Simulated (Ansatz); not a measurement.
System: C₂H, net charge 1, singlet state. SMILES of the parent species: [C]#C
Coordinates optimised at B3LYP-D3(BJ)/def2-TZVP (Ansatz, a first-principles code):
```xyz
3

C      0.7620     0.1642     0.1293
C     -0.5009    -0.1573    -0.1417
H     -1.5667    -0.0413     0.0742
```
Charge +1, spin multiplicity 1.

Problem. Give the harmonic wavenumbers at B3LYP-D3(BJ)/def2-TZVP (Ansatz, finite differences of forces, unscaled).

Solution. 646, 1385, 3140 cm⁻¹. Zero-point energy 7.4 kcal/mol.

Problem. From these and the geometry, give the ideal-gas thermochemistry at 298.15 K and 1 atm (rigid rotor, harmonic oscillator).

Solution. Point group Cs, rotational symmetry number 1. Rotational constants 2064, 38.32, 37.62 GHz. S(trans) 35.59, S(rot) 15.34, S(vib) 0.40, S(elec, spin only) 0.00, S 51.3 cal/(mol K). H(298) - H(0) 2.46 kcal/mol; G - E(el) -5.5 kcal/mol.
